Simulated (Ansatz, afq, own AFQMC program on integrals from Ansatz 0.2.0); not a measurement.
## Where AFQMC and coupled cluster stand for BH₂⁺, singlet

```csv
atom,x (Å),y (Å),z (Å)
B,0.0000,0.0000,0.4903
H,0.0000,0.0000,-2.1597
H,0.0000,0.0000,1.6695
```

Basis cc-pVDZ. Only valence electrons are correlated. Ansatz 0.2.0 and our own AFQMC program on the same integrals; the CISD trial comes from CCSD amplitudes, and released means the phaseless constraint is let go. ± is one standard error of the sampling.

Determinant: RHF, the one that the program's search chose, which needn't be the lowest solution. The geometry is a point of a scan.

Full CI on the same integrals is exact in this basis and with this determinant's frozen core.

Cautions: restricted determinant unstable towards unrestricted (UHF 1.68 eV lower, ⟨S²⟩ 0.89); strong correlation (T1 0.079, weight of the determinant 0.78, largest double 0.45); the CCSD(T) amplitudes may be one of several solutions (largest double 0.45); the CCSDT(Q) amplitudes may be one of several solutions (largest double 0.47); the released energies are still falling, so no released level is given (meV from the phaseless value at times in 1/Eh: -1 ± 3 at 0.24, -4 ± 3 at 0.51, -9 ± 3 at 0.99, -15.1 ± 2.1 at 1.62, -22.0 ± 2.0 at 2.40).

* T1 diagnostic: 0.0791
* weight of the determinant in the CISD state: 0.779
* size of the correlated space: 4 electrons in 23 orbitals

Reference: full CI, correlation energy -3.338 eV. The cautions show a poor starting determinant, so the rows tell how each method copes with it here, and full CI is the sure value.

```json
{"level": "HF", "E − E(reference) (meV)": "3338.1", "share of correlation (%)": "0.00"}
{"level": "MP2", "E − E(reference) (meV)": "1248.6", "share of correlation (%)": "62.59"}
{"level": "CCSD", "E − E(reference) (meV)": "118.0", "share of correlation (%)": "96.46"}
{"level": "CCSD(T)", "E − E(reference) (meV)": "26.4", "share of correlation (%)": "99.21"}
{"level": "CCSDT", "E − E(reference) (meV)": "4.7", "share of correlation (%)": "99.86"}
{"level": "CCSDT(Q)", "E − E(reference) (meV)": "1.1", "share of correlation (%)": "99.97"}
{"level": "ph-AFQMC/CISD", "E − E(reference) (meV)": "58.9 ± 2.7", "share of correlation (%)": "98.24"}
```

CCSDT and higher add their correlation energy to the determinant of the CCSD(T) run, since their own runs factorise the integrals more tightly (a shift of under 2 meV). A walk keeps the symmetry of its determinant, which the program's search chose and which needn't be the lowest solution, so a lower state of the same spin and another symmetry isn't excluded.
